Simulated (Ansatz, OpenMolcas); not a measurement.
# C4H8 (isobutene): the atomisation enthalpy at 298 K, rung by rung

C4H8 has 12 atoms, charge 0, and is taken as a singlet. As SMILES, `C=C(C)C`. The shape is that of a PBE0-D4/def2-TZVP optimisation.

Quantity: the atomisation enthalpy at 298 K, in kJ/mol. The values are calculated. The thermal term (zero-point and 298 K enthalpy, harmonic and unscaled) is that of B3LYP/6-31G*; the spin-orbit lowering of the free atoms at 298 K, 0.1 kJ/mol by their spectra, is taken off.

Measured value to compare with: Active Thermochemical Tables gives the atomisation enthalpy at 298 K of the gas as 4629 kJ/mol.

```tsv
level	kind	program	value (kJ/mol)	computed − measured	CPU time (all runs)
HF/6-31G* (spherical functions)	Hartree–Fock	Ansatz	3452	-1177	2 s
M06-L/6-31G* (spherical functions)	meta-GGA	OpenMolcas	4592	-37	75 s
BHLYP/6-31G* (spherical functions)	global hybrid	OpenMolcas	4504	-125	45 s
PBE0/6-31G* (spherical functions)	global hybrid	OpenMolcas	4649	+20	47 s
HSE06/6-31G* (spherical functions)	range-separated hybrid	Ansatz	4652	+23	6.9 s
PBE-QIDH/6-31G* (spherical functions)	double hybrid	Ansatz	4507	-122	8.8 s
MP2/6-31G* (spherical functions)	perturbation theory	Ansatz	4262	-367	2.4 s
CCSD(T)/6-31G* (spherical functions)	coupled cluster or CI	OpenMolcas	4232	-397	36 s
```

Nearest: PBE0/6-31G* (spherical functions) (+20 kJ/mol); farthest: HF/6-31G* (spherical functions) (-1177 kJ/mol). Computed less measured by kind, in kJ/mol (of the ab initio rows, those in 6-31G*): Hartree–Fock -1177; meta-GGA -37; global hybrid -125 to +20; range-separated hybrid +23; double hybrid -122; perturbation theory -367; coupled cluster or CI -397. In a finite basis correlated wave-function methods underbind, so their errors here aren't those of the basis-set limit. CPU times are rough (shared hosts, several kinds of processor and program).
